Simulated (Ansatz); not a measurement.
# doublet BHS(+): levels of theory in one basis

```yaml
atoms:
  - { symbol: H, position_ang: [0.0000, -0.0007, -1.4690] }
  - { symbol: B, position_ang: [0.0000, 0.0006, -0.1819] }
  - { symbol: S, position_ang: [0.0000, 0.0001, 1.6509] }
```

Basis set: def2-SVP (spherical functions). Correlated methods keep 6 orbitals frozen. Correlation on ROHF uses semicanonical orbitals with singles. Charge 1, multiplicity 2.

Computed with Ansatz (development build ahead of 0.2.0); each method stands on the lowest determinant of its kind that the runs found.

| method | E − E(ROHF) (eV) | <S²> of the determinant |
| --- | --- | --- |
| ROHF | 0.00 | 0.75 |
| UHF | -0.10 | 0.76 |
| ROHF-MP2 | -4.54 | – |
| UHF-MP2 | -4.53 | 0.76 |

Q: What does ROHF-CCSD(T) give on the same scale?

A: -5.56 eV.

Q: Is a single determinant a sound starting point here?

A: By this sign, yes. Unrestricted orbitals gain 0.10 eV and <S²> is 0.76 against 0.75 for a pure state.
